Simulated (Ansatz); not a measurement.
**Relative stability**

The two ends of one reaction step of AlH$_{3}$SO, closed shell (PBE0-D4/def2-TZVP).

A:

Al1  (0.347, 0.095, 0.243)
H2  (1.901, 0.314, 0.310)
S3  (-0.669, -0.416, -1.622)
H4  (0.482, -0.404, -2.317)
O5  (-0.557, 0.262, 1.660)
H6  (-1.503, 0.150, 1.727)
(Å)

B:

Al1  (-0.601, -0.140, -0.298)
H2  (1.630, 0.202, -0.073)
S3  (-1.205, -0.597, -2.155)
H4  (1.511, 0.037, -0.805)
O5  (-0.339, 0.223, 1.320)
H6  (-0.997, 0.276, 2.011)
(Å)

Program: Ansatz 0.2.0. Basis: def2-TZVPP. Cores are frozen in the correlated methods. B3LYP uses VWN-RPA correlation.

Task: Which structure is lower at CCSD(T), and by how much? (An estimate is asked for; the value comes from the calculation.)

Result: By the calculation: A, by 132.0 kJ/mol (electronic energy, against the other). By their contacts, A is AlH₃SO ([OH][AlH][SH]) and B is a complex of AlHSO ([OH][Al][S]) + H₂.

All methods give the same order:

| method | E(B) − E(A) (kJ/mol) |
| --- | --- |
| SPW92 | 125.7 |
| PBE-D4 | 117.7 |
| BLYP-D4 | 115.1 |
| r2SCAN-D4 | 124.5 |
| B97M-V | 137.2 |
| PBE0-D4 | 129.7 |
| B3LYP-D4 | 126.1 |
| r2SCAN0-D4 | 132.0 |
| BHLYP-D4 | 139.3 |
| CAM-B3LYP-D4 | 138.4 |
| wB97X-V | 141.8 |
| wB97M-V | 132.4 |
| B2PLYP | 127.3 |
| PBE-QIDH | 134.2 |
| RPA on PBE | 133.3 |
| HF | 153.8 |
| MP2 | 124.9 |
| CCSD | 138.6 |
| CCSD(T) | 132.0 |

The T1 diagnostic stays at or below 0.015.

Labels in which every atom is bracketed show which atoms are joined, not bond orders.

For scale, one of the runs: CCSD(T)/def2-TZVPP, 157 basis functions, launched by `ansatz run in.yaml --threads 2 --pin off --events-out ev --progress --plain --max-ram 4352MiB`. Hardware: 2 CPU threads of an Arm Neoverse V2, shared host. Wall time 13 s; peak host memory 1 GiB.
